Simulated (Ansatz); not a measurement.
# SiHCl (SMILES [SiH]Cl) at PBE-QIDH/cc-pVTZ

Aim: the vertical singlet–triplet gap of SiHCl at PBE-QIDH/cc-pVTZ, from 2 runs. 

The results are computed with Ansatz 0.2.0.

59 further runs of the same task are left out: 59 set aside as unsound or not needed.

## (1) The structure to begin with

SiHCl: 3 atoms, total charge 0, spin state singlet. As SMILES, `[SiH]Cl`. The coordinates come from a PBE0-D4/def2-TZVP relaxation.

Bond lengths: Si1–Cl2 2.077 Å, Si1–H3 1.529 Å. Angles: Cl2–Si1–H3 94.7°.

## (2) The energy at PBE-QIDH/cc-pVTZ

The input, job.yaml:

```yaml
basis:
  gaussian: {orbitals: cc-pVTZ}
crystal:
  periodic: [false, false, false]
  atoms:
    - {symbol: Si, position_ang: [-0.548300, 0.570970, -0.233910]}
    - {symbol: Cl, position_ang: [1.275420, 0.352820, 0.736230]}
    - {symbol: H, position_ang: [-0.727130, -0.923790, -0.502320]}
total_charge: 0
hamiltonian: {xc: {name: PBE-QIDH}}
correlation: {frozen_orbitals: {Cl: 5, H: 0, Si: 5}}
accuracy: high
output: {orbitals: {seedname: orbitals}}
```

On the command line:

```console
ansatz run job.yaml --threads 1 --pin off --max-ram 3480MiB --events-out events.jsonl --progress --plain --runs-dir runs
```

Log:

```text
Warning: RAYON_NUM_THREADS=1 ignored (pool sized by the plan → 1); use --threads N
Functional definition: PBE-QIDH
  name "PBE-QIDH"
  parameter a = 3^(-1/3)
  parameter c = 1/3
  exchange = (1 - a)*pbe_x + a*exact_x
  correlation = (1 - c)*pbe_c + c*(mp2_os + mp2_ss)
1263 factors; integrals over basis functions are off by at most 3.9e-9 eV
mean field evaluation 1: about -20401.4641 eV, gradient 1.1e1 eV
mean field evaluation 2: about -20401.4678 eV, gradient 1.1e1 eV
mean field evaluation 4: about -20401.8859 eV, gradient 9.9e-1 eV
mean field evaluation 8: about -20401.8913 eV, gradient 1.7e-2 eV
mean field evaluation 16: about -20401.8913 eV, gradient 1.6e-5 eV
mean field -20401.89131311 eV, -749.7556768581 hartree, gradient 3.0e-8 eV, S^2 0.000000; 0 other end points of the search recorded, 0 dependent functions left out; unrestricted orbitals would lower it
10 core orbitals not correlated: weight in the atoms' cores, before any rotation towards them, 1.000 or more for the frozen orbitals, at most 0.000 for the correlated occupied ones
reference -20401.89131383 eV, -749.7556768848 hartree; 6, 6 occupied and 66, 66 virtual orbitals, 1263 factors
second order -8.95035580 eV of doubles, -0.00000000 eV of singles
Total energy: -20404.87476577 eV, -749.8653167211 hartree
```

Wall time 6.3 s (1 thread of Arm Neoverse V1, shared host); peak memory 0.19 GiB.

## (3) The triplet

The input, molecule.yaml:

```yaml
crystal:
  periodic: [false, false, false]
  atoms:
    - symbol: Si
      position_ang: [-0.548300, 0.570970, -0.233910]
    - symbol: Cl
      position_ang: [1.275420, 0.352820, 0.736230]
    - symbol: H
      position_ang: [-0.727130, -0.923790, -0.502320]
basis:
  gaussian: {orbitals: cc-pVTZ}
magnetization: {spin_polarized: true, initial_magnetization: 2}
hamiltonian: {xc: {name: PBE-QIDH}}
correlation: {frozen_orbitals: {Cl: 5, H: 0, Si: 5}}
accuracy: high
output: {orbitals: {seedname: orbitals}}
```

On the command line:

```console
ansatz run molecule.yaml --threads 1 --pin off --max-ram 3480MiB --events-out events.jsonl --progress --plain --runs-dir runs
```

Log, cut to the lines that bear on the results:

```text
Warning: RAYON_NUM_THREADS=1 ignored (pool sized by the plan → 1); use --threads N
Functional definition: PBE-QIDH
  name "PBE-QIDH"
[...]
1263 factors; integrals over basis functions are off by at most 3.9e-9 eV
[...]
mean field -20400.58473611 eV, -749.7076610389 hartree, gradient 3.5e-8 eV, S^2 2.007094; 0 other end points of the search recorded, 0 dependent functions left out
10 core orbitals not correlated: weight in the atoms' cores, before any rotation towards them, 1.000 or more for the frozen orbitals, at most 0.000 for the correlated occupied ones
reference -20400.58473689 eV, -749.7076610675 hartree; 7, 5 occupied and 65, 67 virtual orbitals, 1263 factors
second order -8.34479703 eV of doubles, -0.00000000 eV of singles
Total energy: -20403.36633590 eV, -749.8098829458 hartree
```

Run time: 7.5 s. Hardware: 1 thread of Arm Neoverse V1, shared host; peak memory 0.24 GiB.

## (4) Results

At PBE-QIDH/cc-pVTZ, 10 core orbitals frozen:

```
                                                         quantity          value
                                            singlet: total energy  -749.86532 Eh
                       singlet: HOMO energy (SCF part's orbitals)       -8.69 eV
                       singlet: LUMO energy (SCF part's orbitals)       -1.25 eV
                     singlet: HOMO–LUMO gap (SCF part's orbitals)        7.44 eV
                                            triplet: total energy  -749.80988 Eh
triplet: HOMO energy (SCF part's orbitals) (highest over α and β)       -7.37 eV
 triplet: LUMO energy (SCF part's orbitals) (lowest over α and β)       -2.40 eV
                                                    triplet: ⟨S²⟩          2.007
                 vertical energy of the triplet above the singlet       1.508 eV
```

At this shape the triplet lies 1.51 eV (35 kcal/mol) above the singlet. The restricted solution (singlet) is unstable to spin breaking: an unrestricted one lies lower.
